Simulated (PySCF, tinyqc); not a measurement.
RHF in the sto-3g basis, for LiH, spin multiplicity 1, step by step. The lowest restricted solution is unstable here: a spin-polarised one lies 0.0422 hartree lower (PySCF). Computed by tinyqc, a small Python program that keeps every step (integrals from PySCF). Settings: charge = 0, multiplicity = 1, basis = sto-3g, energy threshold = 1e-09, iteration cap = 75, orthogonalisation = symmetric, start = atomic densities, DIIS depth = 8, method = RHF. Command: `OMP_NUM_THREADS=1 python tinyqc.py 24379 24380 out.jsonl` (the two numbers bound the seeds that draw the settings). One thread of a shared host (Intel(R) Xeon(R) Processor @ 2.60GHz), about 0.07 s of CPU time with the checks. Later iterations appear only in the table of the cycle.

## One-electron integrals

Geometry (angstrom):

| atom | x | y | z |
|---|---|---|---|
| Li | 0.00000 | 0.00000 | 0.00000 |
| H | 0.00000 | 0.00000 | 2.65200 |

Basis sto-3g: exponents (1/bohr^2) and contraction coefficients of normalised primitives:

| element | l (shell) | exponent | coefficient |
|---|---|---|---|
| Li | s (1) | 16.11958 | 0.15433 |
| Li | s (1) | 2.93620 | 0.53533 |
| Li | s (1) | 0.79465 | 0.44463 |
| Li | s (2) | 0.63629 | -0.09997 |
| Li | s (2) | 0.14786 | 0.39951 |
| Li | s (2) | 0.04809 | 0.70012 |
| Li | p (3) | 0.63629 | 0.15592 |
| Li | p (3) | 0.14786 | 0.60768 |
| Li | p (3) | 0.04809 | 0.39196 |
| H | s (1) | 3.42525 | 0.15433 |
| H | s (1) | 0.62391 | 0.53533 |
| H | s (1) | 0.16886 | 0.44463 |

Overlap, kinetic and nuclear-attraction integrals over the contracted functions; the nuclear repulsion is the sum of Za Zb / Rab.

nuclear repulsion = 0.5986168 hartree

overlap S, lower triangle:
```
          1Li 1s   1Li 2s  1Li 2px  1Li 2py  1Li 2pz    2H 1s
1Li 1s   1.00000
1Li 2s   0.24114  1.00000
1Li 2px  0.00000  0.00000  1.00000
1Li 2py  0.00000  0.00000  0.00000  1.00000
1Li 2pz  0.00000  0.00000  0.00000  0.00000  1.00000
2H 1s    0.00542  0.17212  0.00000  0.00000  0.26149  1.00000
```

kinetic energy T (hartree), lower triangle:
```
           1Li 1s   1Li 2s  1Li 2px  1Li 2py  1Li 2pz    2H 1s
1Li 1s    3.57679
1Li 2s   -0.02024  0.10216
1Li 2px   0.00000  0.00000  0.31968
1Li 2py   0.00000  0.00000  0.00000  0.31968
1Li 2pz   0.00000  0.00000  0.00000  0.00000  0.31968
2H 1s    -0.00354  0.00137  0.00000  0.00000  0.01742  0.76003
```

nuclear attraction V (hartree), lower triangle:
```
           1Li 1s    1Li 2s   1Li 2px   1Li 2py   1Li 2pz     2H 1s
1Li 1s   -8.18242
1Li 2s   -1.01246  -1.40357
1Li 2px   0.00000   0.00000  -1.37847
1Li 2py   0.00000   0.00000   0.00000  -1.37847
1Li 2pz  -0.00586  -0.06654   0.00000   0.00000  -1.42441
2H 1s    -0.02042  -0.24020   0.00000   0.00000  -0.36783  -1.82523
```

core Hamiltonian H = T + V (hartree), lower triangle:
```
           1Li 1s    1Li 2s   1Li 2px   1Li 2py   1Li 2pz     2H 1s
1Li 1s   -4.60563
1Li 2s   -1.03270  -1.30141
1Li 2px   0.00000   0.00000  -1.05878
1Li 2py   0.00000   0.00000   0.00000  -1.05878
1Li 2pz  -0.00586  -0.06654   0.00000   0.00000  -1.10473
2H 1s    -0.02396  -0.23883   0.00000   0.00000  -0.35041  -1.06519
```

## Two-electron integrals

Functions are numbered as in S; the eight-fold symmetry (ij|kl) = (ji|kl) = (kl|ij) leaves the list below.

Two-electron integrals (ij|kl) in chemists' order, unique and non-zero (hartree):
```
(11|11) 1.68040    (21|11) 0.26542    (21|21) 0.04994    (22|11) 0.39773
(22|21) 0.09286    (22|22) 0.29056    (31|31) 0.00898    (32|31) 0.01379
(32|32) 0.06418    (33|11) 0.39664    (33|21) 0.09288    (33|22) 0.29050
(33|33) 0.31295    (41|41) 0.00898    (42|41) 0.01379    (42|42) 0.06418
(43|43) 0.01687    (44|11) 0.39664    (44|21) 0.09288    (44|22) 0.29050
(44|33) 0.27921    (44|44) 0.31295    (51|51) 0.00898    (52|51) 0.01379
(52|52) 0.06418    (53|53) 0.01687    (54|54) 0.01687    (55|11) 0.39664
(55|21) 0.09288    (55|22) 0.29050    (55|33) 0.27921    (55|44) 0.27921
(55|55) 0.31295    (61|11) 0.00539    (61|21) 0.00104    (61|22) 0.00205
(61|33) 0.00202    (61|44) 0.00202    (61|51) 0.00016    (61|52) 0.00032
(61|55) 0.00212    (61|61) 2.54e-05   (62|11) 0.04361    (62|21) 0.01045
(62|22) 0.03927    (62|33) 0.03690    (62|44) 0.03690    (62|51) 0.00148
(62|52) 0.01247    (62|55) 0.04398    (62|61) 0.00028    (62|62) 0.01303
(63|31) 0.00043    (63|32) 0.00274    (63|53) 0.00141    (63|63) 0.00050
(64|41) 0.00043    (64|42) 0.00274    (64|54) 0.00141    (64|64) 0.00050
(65|11) 0.06410    (65|21) 0.01541    (65|22) 0.05873    (65|33) 0.05484
(65|44) 0.05484    (65|51) 0.00228    (65|52) 0.01942    (65|55) 0.06645
(65|61) 0.00042    (65|62) 0.02044    (65|65) 0.03212    (66|11) 0.19954
(66|21) 0.04811    (66|22) 0.19524    (66|33) 0.18110    (66|44) 0.18110
(66|51) 0.00586    (66|52) 0.06418    (66|55) 0.22321    (66|61) 0.00127
(66|62) 0.08912    (66|65) 0.14188    (66|66) 0.77461
```

## Orthogonalisation

S = U s U^T; symmetric (Loewdin) form X = U s^(-1/2) U^T, so that X^T S X = 1.

eigenvalues of S: 0.65012  0.81857  1.00000  1.00000  1.17655  1.35476

X, lower triangle:
```
           1Li 1s    1Li 2s  1Li 2px  1Li 2py   1Li 2pz    2H 1s
1Li 1s    1.02319
1Li 2s   -0.12740   1.03570
1Li 2px   0.00000   0.00000  1.00000
1Li 2py   0.00000   0.00000  0.00000  1.00000
1Li 2pz  -0.00326   0.01890  0.00000  0.00000   1.02766
2H 1s     0.01454  -0.09485  0.00000  0.00000  -0.13953  1.04004
```

## Starting guess

The start is atomic minimal-basis densities projected into this basis (PySCF's MINAO start) and scaled to the electron count of each spin; this density is not idempotent, so its energy is not variational and may lie below the converged one.

D at the start, lower triangle:
```
           1Li 1s    1Li 2s  1Li 2px  1Li 2py  1Li 2pz    2H 1s
1Li 1s    2.07599
1Li 2s   -0.22455   1.01668
1Li 2px   0.00000   0.00000  0.00000
1Li 2py   0.00000   0.00000  0.00000  0.00000
1Li 2pz   0.00407  -0.00680  0.00000  0.00000  0.00225
2H 1s    -0.02246   0.08706  0.00000  0.00000  0.04524  0.95998
```

## Iteration 1: building the Fock matrix

J_ij = sum D_kl (ij|kl), K_ij = sum D_kl (ik|jl); F = H + J - 0.5 K; E = tr D H + tr D J / 2 - 0.25 tr D K + E_nn.

Coulomb J (hartree), lower triangle:
```
          1Li 1s   1Li 2s  1Li 2px  1Li 2py  1Li 2pz    2H 1s
1Li 1s   3.97924
1Li 2s   0.67255  1.27952
1Li 2px  0.00000  0.00000  1.26283
1Li 2py  0.00000  0.00000  0.00000  1.26283
1Li 2pz  0.00597  0.06477  0.00000  0.00000  1.30561
2H 1s    0.01411  0.21537  0.00000  0.00000  0.32841  1.36270
```

exchange K (hartree), lower triangle:
```
          1Li 1s   1Li 2s  1Li 2px  1Li 2py  1Li 2pz    2H 1s
1Li 1s   3.42006
1Li 2s   0.54536  0.37754
1Li 2px  0.00000  0.00000  0.07881
1Li 2py  0.00000  0.00000  0.00000  0.07881
1Li 2pz  0.00145  0.02633  0.00000  0.00000  0.11854
2H 1s    0.01318  0.14533  0.00000  0.00000  0.16732  0.78488
```

Fock matrix F (hartree), lower triangle:
```
           1Li 1s    1Li 2s  1Li 2px  1Li 2py   1Li 2pz     2H 1s
1Li 1s   -2.33642
1Li 2s   -0.63282  -0.21065
1Li 2px   0.00000   0.00000  0.16464
1Li 2py   0.00000   0.00000  0.00000  0.16464
1Li 2pz  -0.00062  -0.01493  0.00000  0.00000   0.14161
2H 1s    -0.01643  -0.09613  0.00000  0.00000  -0.10567  -0.09493
```

total energy of this density = -7.6081511 hartree

This density is the starting one; it is not idempotent, so its energy is not variational and may lie below the converged one.

## Iteration 1: diagonalisation and new density

Diagonalise F' = X^T F X, C = X C', fill 2 alpha and 2 beta electrons from the bottom; D = 2 C_occ C_occ^T. Each column has its largest component positive (the first on a tie).

F' = X^T F X (hartree), lower triangle:
```
          1         2        3        4         5         6
1  -2.28462
2  -0.34938  -0.07940
3   0.00000   0.00000  0.16464
4   0.00000   0.00000  0.00000  0.16464
5  -0.00420   0.00859  0.00000  0.00000   0.17791
6   0.01968  -0.08668  0.00000  0.00000  -0.12299  -0.05183
```

orbital energies (hartree): MO1 -2.33867, MO2 -0.15403, MO3 0.01568, MO4 0.16464, MO5 0.16464, MO6 0.23907

coefficients C:
```
              MO1       MO2       MO3      MO4       MO5       MO6
1Li 1s    0.99168  -0.13726  -0.23971  0.00000   0.00000  -0.06026
1Li 2s    0.03254   0.48327   0.89809  0.00000   0.00000   0.23892
1Li 2px   0.00000   0.00000   0.00000  0.99717  -0.07512   0.00000
1Li 2py   0.00000   0.00000   0.00000  0.07512   0.99717   0.00000
1Li 2pz   0.00106   0.18803  -0.30181  0.00000   0.00000   0.97441
2H 1s    -0.00302   0.74107  -0.46709  0.00000   0.00000  -0.58565
```

D after iteration 1, lower triangle:
```
           1Li 1s   1Li 2s  1Li 2px  1Li 2py  1Li 2pz    2H 1s
1Li 1s    2.00455
1Li 2s   -0.06812  0.46922
1Li 2px   0.00000  0.00000  0.00000
1Li 2py   0.00000  0.00000  0.00000  0.00000
1Li 2pz  -0.04951  0.18181  0.00000  0.00000  0.07071
2H 1s    -0.20943  0.71608  0.00000  0.00000  0.27868  1.09839
```

Within a degenerate level the vectors are fixed only up to a rotation; this is one choice.

## Iteration 2: building the Fock matrix

As before.

Coulomb J (hartree), lower triangle:
```
          1Li 1s   1Li 2s  1Li 2px  1Li 2py  1Li 2pz    2H 1s
1Li 1s   3.86204
1Li 2s   0.65135  1.24406
1Li 2px  0.00000  0.00000  1.21996
1Li 2py  0.00000  0.00000  0.00000  1.21996
1Li 2pz  0.01389  0.12101  0.00000  0.00000  1.28517
2H 1s    0.01389  0.23975  0.00000  0.00000  0.36831  1.58057
```

exchange K (hartree), lower triangle:
```
           1Li 1s   1Li 2s  1Li 2px  1Li 2py  1Li 2pz    2H 1s
1Li 1s    3.35569
1Li 2s    0.54652  0.30147
1Li 2px   0.00000  0.00000  0.05253
1Li 2py   0.00000  0.00000  0.00000  0.05253
1Li 2pz  -0.00120  0.14676  0.00000  0.00000  0.16755
2H 1s     0.00872  0.29367  0.00000  0.00000  0.30833  1.07278
```

Fock matrix F (hartree), lower triangle:
```
           1Li 1s    1Li 2s  1Li 2px  1Li 2py   1Li 2pz     2H 1s
1Li 1s   -2.42144
1Li 2s   -0.65460  -0.20808
1Li 2px   0.00000   0.00000  0.13492
1Li 2py   0.00000   0.00000  0.00000  0.13492
1Li 2pz   0.00863  -0.01890  0.00000  0.00000   0.09667
2H 1s    -0.01442  -0.14592  0.00000  0.00000  -0.13627  -0.02102
```

total energy of this density = -7.7346017 hartree

## Iteration 2: DIIS over 2 matrices

error matrix X^T (FDS - SDF) X:
```
          1         2        3        4         5         6
1   0.00000  -0.00012  0.00000  0.00000  -0.01940   0.02121
2   0.00012   0.00000  0.00000  0.00000   0.01700  -0.09620
3   0.00000   0.00000  0.00000  0.00000   0.00000   0.00000
4   0.00000   0.00000  0.00000  0.00000   0.00000   0.00000
5   0.01940  -0.01700  0.00000  0.00000   0.00000  -0.08193
6  -0.02121   0.09620  0.00000  0.00000   0.08193   0.00000
```

B (overlaps of the stored error matrices):
```
               1              2
1  1.4772192e-02  9.9100274e-03
2  9.9100274e-03  3.4163707e-02
```

Minimise |sum c_i e_i|^2 with sum c_i = 1: solve [B -1; -1 0][c; lambda] = [0; -1] with B_ij = tr e_i^T e_j, and take F = sum c_i F_i.

DIIS coefficients: 0.83301  0.16699

extrapolated F (hartree), lower triangle:
```
           1Li 1s    1Li 2s  1Li 2px  1Li 2py   1Li 2pz     2H 1s
1Li 1s   -2.35062
1Li 2s   -0.63646  -0.21022
1Li 2px   0.00000   0.00000  0.15968
1Li 2py   0.00000   0.00000  0.00000  0.15968
1Li 2pz   0.00092  -0.01560  0.00000  0.00000   0.13411
2H 1s    -0.01610  -0.10444  0.00000  0.00000  -0.11078  -0.08259
```

## Iteration 2: diagonalisation and new density

As before.

F' = X^T F X (hartree), lower triangle:
```
          1         2        3        4         5         6
1  -2.29850
2  -0.35174  -0.07648
3   0.00000   0.00000  0.15968
4   0.00000   0.00000  0.00000  0.15968
5  -0.00279   0.00945  0.00000  0.00000   0.17169
6   0.02128  -0.09711  0.00000  0.00000  -0.12946  -0.03550
```

orbital energies (hartree): MO1 -2.35287, MO2 -0.15521, MO3 0.02448, MO4 0.15968, MO5 0.15968, MO6 0.24482

coefficients C:
```
              MO1       MO2       MO3      MO4       MO5       MO6
1Li 1s    0.99172  -0.14508  -0.23239  0.00000   0.00000  -0.06927
1Li 2s    0.03239   0.51385   0.87022  0.00000   0.00000   0.27547
1Li 2px   0.00000   0.00000   0.00000  0.87149  -0.49041   0.00000
1Li 2py   0.00000   0.00000   0.00000  0.49041   0.87149   0.00000
1Li 2pz   0.00043   0.20140  -0.35973  0.00000   0.00000   0.95182
2H 1s    -0.00292   0.71408  -0.45421  0.00000   0.00000  -0.62780
```

D after iteration 2, lower triangle:
```
           1Li 1s   1Li 2s  1Li 2px  1Li 2py  1Li 2pz    2H 1s
1Li 1s    2.00912
1Li 2s   -0.08485  0.53017
1Li 2px   0.00000  0.00000  0.00000
1Li 2py   0.00000  0.00000  0.00000  0.00000
1Li 2pz  -0.05759  0.20700  0.00000  0.00000  0.08112
2H 1s    -0.21299  0.73366  0.00000  0.00000  0.28762  1.01983
```

Within a degenerate level the vectors are fixed only up to a rotation; this is one choice.

## Iteration 3: building the Fock matrix

As before.

Coulomb J (hartree), lower triangle:
```
          1Li 1s   1Li 2s  1Li 2px  1Li 2py  1Li 2pz    2H 1s
1Li 1s   3.87618
1Li 2s   0.65438  1.25059
1Li 2px  0.00000  0.00000  1.22732
1Li 2py  0.00000  0.00000  0.00000  1.22732
1Li 2pz  0.01407  0.11977  0.00000  0.00000  1.29003
2H 1s    0.01396  0.23687  0.00000  0.00000  0.36345  1.54204
```

exchange K (hartree), lower triangle:
```
           1Li 1s   1Li 2s  1Li 2px  1Li 2py  1Li 2pz    2H 1s
1Li 1s    3.35764
1Li 2s    0.54610  0.31747
1Li 2px   0.00000  0.00000  0.05627
1Li 2py   0.00000  0.00000  0.00000  0.05627
1Li 2pz  -0.00173  0.15499  0.00000  0.00000  0.17363
2H 1s     0.00866  0.29498  0.00000  0.00000  0.30391  1.01973
```

Fock matrix F (hartree), lower triangle:
```
           1Li 1s    1Li 2s  1Li 2px  1Li 2py   1Li 2pz     2H 1s
1Li 1s   -2.40827
1Li 2s   -0.65137  -0.20956
1Li 2px   0.00000   0.00000  0.14040
1Li 2py   0.00000   0.00000  0.00000  0.14040
1Li 2pz   0.00907  -0.02426  0.00000  0.00000   0.09849
2H 1s    -0.01432  -0.14945  0.00000  0.00000  -0.13893  -0.03302
```

total energy of this density = -7.7421773 hartree

## Iteration 3: DIIS over 3 matrices

error matrix X^T (FDS - SDF) X:
```
          1         2        3        4         5         6
1   0.00000   0.00075  0.00000  0.00000  -0.01710   0.01573
2  -0.00075   0.00000  0.00000  0.00000   0.01663  -0.06866
3   0.00000   0.00000  0.00000  0.00000   0.00000   0.00000
4   0.00000   0.00000  0.00000  0.00000   0.00000   0.00000
5   0.01710  -0.01663  0.00000  0.00000   0.00000  -0.06320
6  -0.01573   0.06866  0.00000  0.00000   0.06320   0.00000
```

B (overlaps of the stored error matrices), lower triangle:
```
               1              2              3
1  1.4772192e-02
2  9.9100274e-03  3.4163707e-02
3  7.8401975e-03  2.5461302e-02  1.9049990e-02
```

As before.

DIIS coefficients: -0.09473  -2.97788  4.07261

extrapolated F (hartree), lower triangle:
```
           1Li 1s    1Li 2s  1Li 2px  1Li 2py   1Li 2pz     2H 1s
1Li 1s   -2.37585
1Li 2s   -0.64349  -0.21385
1Li 2px   0.00000   0.00000  0.15443
1Li 2py   0.00000   0.00000  0.00000  0.15443
1Li 2pz   0.01133  -0.04111  0.00000  0.00000   0.09981
2H 1s    -0.01383  -0.16500  0.00000  0.00000  -0.14999  -0.06289
```

## Iteration 3: diagonalisation and new density

As before.

F' = X^T F X (hartree), lower triangle:
```
          1         2        3        4         5        6
1  -2.32293
2  -0.35711  -0.06772
3   0.00000   0.00000  0.15443
4   0.00000   0.00000  0.00000  0.15443
5   0.00951  -0.00670  0.00000  0.00000   0.14636
6   0.03062  -0.16219  0.00000  0.00000  -0.16936  0.00780
```

orbital energies (hartree): MO1 -2.37816, MO2 -0.21361, MO3 0.06625, MO4 0.15443, MO5 0.15443, MO6 0.28903

coefficients C:
```
              MO1       MO2       MO3      MO4       MO5       MO6
1Li 1s    0.99174  -0.15754  -0.21186  0.00000   0.00000  -0.10057
1Li 2s    0.03228   0.56695   0.78179  0.00000   0.00000   0.40569
1Li 2px   0.00000   0.00000   0.00000  0.99259  -0.12149   0.00000
1Li 2py   0.00000   0.00000   0.00000  0.12149   0.99259   0.00000
1Li 2pz  -0.00357   0.27199  -0.56020  0.00000   0.00000   0.82952
2H 1s    -0.00227   0.63900  -0.31880  0.00000   0.00000  -0.77485
```

D after iteration 3, lower triangle:
```
           1Li 1s   1Li 2s  1Li 2px  1Li 2py  1Li 2pz    2H 1s
1Li 1s    2.01673
1Li 2s   -0.11461  0.64495
1Li 2px   0.00000  0.00000  0.00000
1Li 2py   0.00000  0.00000  0.00000  0.00000
1Li 2pz  -0.09277  0.30818  0.00000  0.00000  0.14799
2H 1s    -0.20585  0.72442  0.00000  0.00000  0.34763  0.81666
```

Within a degenerate level the vectors are fixed only up to a rotation; this is one choice.

## Iteration 9 (converged): orbitals

converged F (hartree), lower triangle:
```
           1Li 1s    1Li 2s  1Li 2px  1Li 2py   1Li 2pz     2H 1s
1Li 1s   -2.37709
1Li 2s   -0.64503  -0.20337
1Li 2px   0.00000   0.00000  0.15461
1Li 2py   0.00000   0.00000  0.00000  0.15461
1Li 2pz   0.01248  -0.03862  0.00000  0.00000   0.09223
2H 1s    -0.01471  -0.15235  0.00000  0.00000  -0.15192  -0.05449
```

As before.

F' = X^T F X (hartree), lower triangle:
```
          1         2        3        4         5        6
1  -2.32373
2  -0.35955  -0.05842
3   0.00000   0.00000  0.15461
4   0.00000   0.00000  0.00000  0.15461
5   0.01067  -0.00569  0.00000  0.00000   0.13910
6   0.02827  -0.15063  0.00000  0.00000  -0.17142  0.01494
```

orbital energies (hartree): MO1 -2.37948, MO2 -0.19816, MO3 0.06290, MO4 0.15461, MO5 0.15461, MO6 0.28663

coefficients C:
```
              MO1       MO2       MO3      MO4       MO5       MO6
1Li 1s    0.99164  -0.15121  -0.21773  0.00000   0.00000  -0.09873
1Li 2s    0.03263   0.54328   0.80103  0.00000   0.00000   0.40049
1Li 2px   0.00000   0.00000   0.00000  0.83989  -0.54276   0.00000
1Li 2py   0.00000   0.00000   0.00000  0.54276   0.83989   0.00000
1Li 2pz  -0.00412   0.30000  -0.55066  0.00000   0.00000   0.82624
2H 1s    -0.00200   0.64182  -0.29583  0.00000   0.00000  -0.78161
```

D after iteration 9, lower triangle:
```
           1Li 1s   1Li 2s  1Li 2px  1Li 2py  1Li 2pz    2H 1s
1Li 1s    2.01243
1Li 2s   -0.09958  0.59243
1Li 2px   0.00000  0.00000  0.00000
1Li 2py   0.00000  0.00000  0.00000  0.00000
1Li 2pz  -0.09889  0.32569  0.00000  0.00000  0.18003
2H 1s    -0.19807  0.69724  0.00000  0.00000  0.38510  0.82386
```

Within a degenerate level the vectors are fixed only up to a rotation; this is one choice.

## Convergence

Stop when the energy changes by less than 1e-09 hartree and every element of the error matrix X^T (F D S - S D F) X is below 9e-06.

Course of the cycle:

| iteration | E (hartree) | change | largest element of the error matrix |
|---|---|---|---|
| 1 | -7.6081511 | - | 7.30e-02 |
| 2 | -7.7346017 | -1.26e-01 | 9.62e-02 |
| 3 | -7.7421773 | -7.58e-03 | 6.87e-02 |
| 4 | -7.7516120 | -9.43e-03 | 6.44e-03 |
| 5 | -7.7519511 | -3.39e-04 | 3.46e-03 |
| 6 | -7.7519711 | -2.00e-05 | 4.05e-04 |
| 7 | -7.7519714 | -3.39e-07 | 3.25e-05 |
| 8 | -7.7519714 | -1.67e-09 | 2.99e-07 |
| 9 | -7.7519714 | -2.79e-13 | 1.57e-07 |

PySCF RHF in the same basis = -7.7519714 hartree

Converged in 9 iterations.

## Populations, bond orders and dipole

Mulliken: Z minus the diagonal of D S on the atom; Loewdin: the same with S^(1/2) D S^(1/2); Mayer order: 2 sum_s sum (D(s) S)_ij (D(s) S)_ji over the two atoms.

Charges (e):

| atom | Mulliken | Loewdin |
|---|---|---|
| 1Li | 0.04350 | 0.04094 |
| 2H | -0.04350 | -0.04094 |

Mayer bond orders:

| pair | order |
|---|---|
| 2-1 | 0.99811 |

dipole moment about the origin, x y z (debye): 0.00000  0.00000  -5.20586
